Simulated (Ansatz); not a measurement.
**How the polycrystal shear modulus of hcp Ru moves with the method**

No measured value is used here.

| level (code) | value (GPa) | cell (Å³/atom) |
|---|---|---|
| LDA (Ansatz) | 226 | 13.09 |
| PBE (Ansatz) | 197 | 13.77 |
| PBEsol (Ansatz) | 217 | 13.32 |
| r²SCAN (Ansatz) | [?] | 13.49 |

### Question
Some entries are withheld; supply them.

### Answer

- r²SCAN (Ansatz, a program for electronic structure), value (GPa): 210

Each level is taken at its own relaxed cell. Cutoffs differ between the levels. Ansatz's density-functional and Hartree–Fock values are scalar-relativistic unless marked +SOC, with PAW data made under PBE.
